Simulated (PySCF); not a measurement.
Compound: C3H5N3.
SMILES: `CN1C=NC=N1`

Theory: PBE0/def2-SVPD in PySCF (dipole) on a GFN2-xTB geometry, gas phase.

Masses are those of the commonest isotopes; rigid-rotor values at the optimised geometry. 

**Question.** What are A, B and C (MHz)?

**Answer.** Ia = 51.99, Ib = 132.32, Ic = 181.13 u·Å²; 505379 MHz·u·Å²/I gives A = 9721, B = 3819, C = 2790 MHz.

**Question.** What kind of rotor is it?

**Answer.** An asymmetric top: κ = (2 × 3819 − 9721 − 2790)/(9721 − 2790) = -0.70.

**Question.** What does the inertial defect say?

**Answer.** Not planar: Δ = Ic − Ia − Ib = -3.18 u·Å². For a rigid frame Δ = −2 Σ m c², so Σ m c² = 1.59 u·Å² lies off the ab plane, practically all of it from hydrogen. The atom farthest from that plane is 1.03 Å away.

**Question.** Give the coordinates in the principal-axis frame, origin at the centre of mass.

**Answer.** The sense of each axis is arbitrary; atoms in the order of the calculation.
```csv
atom,mass (u),a (Å),b (Å),c (Å)
C1,12.000,-2.078,0.018,0.006
N2,14.003,-0.645,0.034,-0.009
C3,12.000,0.201,1.078,-0.003
N4,14.003,1.443,0.655,0.004
C5,12.000,1.312,-0.685,0.004
N6,14.003,0.067,-1.098,-0.003
H7,1.008,-2.451,-0.004,1.033
H8,1.008,-2.461,0.905,-0.497
H9,1.008,-2.418,-0.878,-0.510
H10,1.008,-0.111,2.102,-0.007
H11,1.008,2.146,-1.355,0.006
```

**Question.** Where do the levels up to J = 2 lie, in cm⁻¹?

**Answer.** Above 0(0,0):
J = 1: 1(0,1) 0.2205, 1(1,1) 0.4173, 1(1,0) 0.4517
J = 2: 2(0,2) 0.6573, 2(1,2) 0.8239, 2(1,1) 0.9269, 2(2,1) 1.5175, 2(2,0) 1.5216
Those of J = 1 are B + C, A + C and A + B.

**Question.** Which lines would a microwave search look for?

**Answer.** The dipole components are |μa| = 3.16 D, |μb| = 1.00 D, |μc| = 0.01 D. The squared components, which scale the intensities, stand as 1.00 : 0.10 : 0.00 (a : b : c). Some lines, for components of 0.1 D or more:

```tsv
type	branch	J(Ka,Kc)	MHz	lower level (cm⁻¹)
b	R	2(0,2) ← 1(1,1)	7194	0.417
b	Q	3(1,2) ← 3(0,3)	10027	1.303
a	Q	4(1,3) ← 4(1,4)	10228	2.237
b	R	4(1,3) ← 3(2,2)	11978	2.179
b	R	1(1,1) ← 0(0,0)	12511	0.000
b	Q	3(2,1) ← 3(1,2)	16848	1.637
b	Q	2(2,0) ← 2(1,1)	17828	0.927
b	Q	2(2,1) ← 2(1,2)	20793	0.824
b	R	3(1,3) ← 2(0,2)	23208	0.657
a	R	4(1,3) ← 3(1,2)	28221	1.637
```

Not checked by GFN2-xTB frequencies. Zero-point vibration and centrifugal distortion are left out. A rigid rotor knows nothing of internal rotation, which can split or shift real lines. Quadrupole hyperfine structure (14N) is left out.
